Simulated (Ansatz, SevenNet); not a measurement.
Voigt–Reuss–Hill shear modulus (GPa) of solids drawn from the class of oxides, at two levels: the machine-learned potential SevenNet-0 (trained on PBE and PBE+U data), and r²SCAN (Ansatz, a program for electronic structure, PAW).

```csv
solid,SevenNet-0,r²SCAN,shift (%)
"SiO₂ (P4₁2₁2, No. 92)",41.1,42.6,+3.6
rock-salt CaO,68.7,81.9,+19.2
rutile TiO₂,92.8,120,+29
corundum Ga₂O₃ (metastable phase),76.5,104,+36
stishovite (SiO2),206,226,+9.7
rutile SnO₂,77.3,98.3,+27
rock-salt MgO,88.0,135,+53
A-type hexagonal La₂O₃,31.0,42.7,+38
cubic perovskite BaHfO₃,98.2,109,+11.0
cubic perovskite KTaO₃,113,135,+19.5
```

The shifts run from +3.6 % to +53 %, with a median of +23 %.

Over all 10 rows r²SCAN is the larger in 10.

Database compounds that came out metallic weren't drawn.

Ansatz's runs of these crystals have no spin polarisation.

Spin–orbit coupling is left out, also for the solids with elements from indium on (rutile SnO2, A-type hexagonal La2O3, cubic perovskite BaHfO3, cubic perovskite KTaO3); its size isn't shown.

Each level is taken at its own relaxed cell. Ansatz's density-functional and Hartree–Fock values are scalar-relativistic unless marked +SOC, with PAW data made under PBE.
